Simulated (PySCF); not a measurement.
Input of a run (PBE0-D3(BJ)/def2-TZVP geometry optimisation, gas phase (PySCF 2.14.0)), started from GFN2-xTB:
```
{"job": {"xc": "PBE0", "basis": "def2-TZVP", "d3": "d3bj", "grid": 2, "kind": "geom"}, "charge": -1, "multiplicity": 1}
O     -2.161495    -1.009625     0.160521
C     -1.223693    -0.214077     0.034300
C      0.143452    -0.511783     0.076380
C      1.172695     0.400079    -0.068654
O      2.377746     0.277278    -0.053287
F      0.715300     1.745329    -0.276234
H     -1.460841     0.860364    -0.131468
H      0.445895    -1.538152     0.233878
```

Output (energies in Eh, forces in Eh/bohr):
```
step   0  E = -365.64383038  max force = 0.018404
step   1  E = -365.64438722  max force = 0.003506
step   2  E = -365.64442608  max force = 0.002624
step   3  E = -365.64444235  max force = 0.002663
step   4  E = -365.64447137  max force = 0.001981
step   5  E = -365.64447870  max force = 0.000723
step   6  E = -365.64448037  max force = 0.000794
step   7  E = -365.64448331  max force = 0.000413
optimisation converged
```

Task: Summarise the run.

Result: The energy falls by 0.41 kcal/mol over 8 energy and gradient evaluations, the largest force component goes from 0.0184 to 4.1e-04 Eh/bohr, and the atoms move by 0.011 Å rms after alignment. The bond that changes most is C4–F6 (vinylic C–F carbon to vinyl fluorine), which shortens by 0.032 Å. Bonds longer at the end by more than 0.005 Å: 2 of 7; shorter: 1. The energy never rose by more than 1e-6 Eh on the way. The first step brought 85 % of the lowering.

Task: What are the final bond lengths?

Result: O1=C2 1.238 Å, C2–C3 1.407 Å, C3=C4 1.401 Å, C4–O5 1.208 Å, C4–F6 1.404 Å, C2–H7 1.112 Å, C3–H8 1.084 Å. Numbering counts from 1 in the input's order; the species is `O=C/C=C(/[O-])F`.

The run used 198 basis functions and 60 SCF cycles in all. Time: 1.9 min of wall time; peak memory 0.80 GiB. Hardware: one thread, Intel Xeon Platinum 8175M at 2.50 GHz (x86_64), on a shared host.

Not checked by PBE0-D3(BJ)/def2-TZVP frequencies. Geometry: PBE0-D3(BJ)/def2-TZVP, one conformer, isolated ion.

The values belong to the conformer `[O:1]=[CH:2]/[CH:3]=[C:4](/[O-:5])[F:6]`: O1–C2–C3–C4 180°.
